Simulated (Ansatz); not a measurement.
Isolated molecules relaxed with PBE0-D4/def2-TZVP in Ansatz; ΔE leaves out vibrations. CCSD(T)/CBS adds triple-zeta CCSD(T) − MP2 to the extrapolated MP2 energy (def2 sets, frozen cores). This one scheme is used for every species, atoms too. Functionals use def2-TZVPP. Open shells (•) are unrestricted, without spin–orbit coupling. Spin–orbit coupling would lower the free atoms: a little for C, F, O. Each species was taken in one conformer, which may not be the lowest.

Consider the atomization: `OC1=NC(F)O1` → 2 C• + F• + 2 H• + N• + 2 O•.

```json
{"level": "B97M-V", "ΔE (kJ/mol)": "3415.1"}
{"level": "r2SCAN0-D4", "ΔE (kJ/mol)": "3306.4"}
```

Q: What does CCSD(T)/CBS give? (Best estimate.)

A: Ansatz gave: +3401.3 kJ/mol. The listed levels differ from it by 13.8, -94.9 kJ/mol.

Q: What do rigid-rotor, harmonic-oscillator terms from PBE0-D4/def2-TZVP frequencies (298.15 K, 1 bar) make of the CCSD(T)/CBS value? (Estimate.)

A: The calculation gave: ΔZPE = -131.4 kJ/mol, ΔH = +3304.5 kJ/mol, ΔS = 884 J/(mol·K), ΔG = +3041.0 kJ/mol. Open shells count their whole term as degenerate.

Largest T1 diagnostic among the species: 0.014.

Leaving LDA and LC-ωPBE aside and taking each functional with its dispersion term where it has one, the values, not all of them listed here, spread over 442.9 kJ/mol, from BHLYP-D4 to PBE-D4. LDA lies +590.4 kJ/mol from PBE without D4, its usual overbinding. From PBE to PBE0 (25 % exact exchange), in def2-TZVPP and without D4, ΔE moves by −164.2 kJ/mol: exact exchange takes away binding that semilocal exchange gives to molecules.

For atomizations the MP2-based limit and the directly extrapolated one differ by several kJ/mol either way, and by 10 to 25 for some Ge, Se and Sn compounds, so smaller differences from it don't rank the levels.
